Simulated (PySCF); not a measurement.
**Cl: electron affinity**

Cl⁻ [Ar] (1S) → Cl [Ne] 3s2 3p5 (2P), as a difference of total energies. All numbers are calculated (PySCF 2.14, the non-relativistic Hamiltonian (point nucleus), in def2-QZVPPD (10s7p5d2f1g, 79 functions)). Correlated levels: valence and next inner shell: 1s2 frozen. The calculations carry no spin-orbit coupling.

Order these methods by the electron affinity they give, lowest first.
A. MP2 (valence and next inner shell)
B. CCSD(T) (valence and next inner shell)
C. SCS-MP2 (valence and next inner shell)
D. UHF

D (2.369 eV), B (3.562 eV), C (3.594 eV), A (3.686 eV).

A first-order spin-orbit estimate (lowest level to lowest level, LS coupling) adds -0.035 eV.

Errors of the correlated levels include the incompleteness of this basis and the frozen core.

For comparison: 3.613 eV (measured; photodetachment measurements, as compiled on the Wikipedia data page of electron affinities).
